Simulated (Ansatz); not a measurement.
The same path of CH₆Si (8 atoms, charge 0, multiplicity 1) was run twice with different band settings. Lost on the way: Si1–C2, Si1–H6. Made: C2–H6.

Method: RKS PBE-D4/def2-SVP (Ansatz).

Relaxed end points:

```xyz
8
Properties=species:S:1:pos:R:3
Si 0.380 0.011 0.046
C 0.873 -0.013 1.871
H -0.019 -0.127 2.519
H 1.562 -0.855 2.081
H 1.385 0.930 2.152
H 1.594 0.165 -0.833
H -0.555 1.157 -0.240
H -0.316 -1.269 -0.336
```

```xyz
8
Properties=species:S:1:pos:R:3
Si 0.183 0.020 -0.870
C 1.201 0.017 1.751
H 0.128 -0.156 1.935
H 1.802 -0.820 2.150
H 1.518 0.986 2.176
H 1.463 0.065 0.643
H -0.764 1.053 -0.221
H -0.630 -1.165 -0.302
```

Common settings: movable images 5; climbing image yes; spring 5.0 eV/Å²; optimiser quadratic models (default); force threshold 0.05 eV/Å; iteration limit 60; end points relaxed.

| run | start path |
| --- | --- |
| 1 | through a guess of the saddle point |
| 2 | straight line |

(1) What does each run give, and how far can it be trusted?

## Answers

(1) Run 1: converged after 6 iterations, highest image 2.791 eV above the first end. Neighbouring images differ by up to 1.4 eV, so the band resolves the path poorly. A vibrational analysis at the climbing image gives one clearly imaginary mode, 1094i cm⁻¹: a first-order saddle point.
Run 2: converged after 8 iterations, highest image 2.787 eV above the first end. Neighbouring images differ by up to 1.3 eV, so the band resolves the path poorly. The order of the stationary point at the top wasn't checked.
The orbitals stay closed-shell, which can raise the energy where a bond breaks towards radicals; this wasn't checked here.
